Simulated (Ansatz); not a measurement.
**Rock-salt HfN**

Level of theory: r²SCAN (Ansatz, a first-principles code, plane waves, PAW).

Numerical settings: plane-wave cutoff 600 eV, 16×16×16 k mesh, Fermi–Dirac smearing 0.1 eV, finite displacements, scalar-relativistic PAW data made under PBE.

Cell: measured lattice: a = b = c = 4.520 Å, α = β = γ = 90.00°.

```yaml
TO(Γ) frequency: 495 cm⁻¹
```

Note: the cell isn't this level's own, so it is under some stress, which shifts stiffness and frequencies.

Spin–orbit coupling is not included.

Cost on a shared machine: very roughly 12 core-minutes.
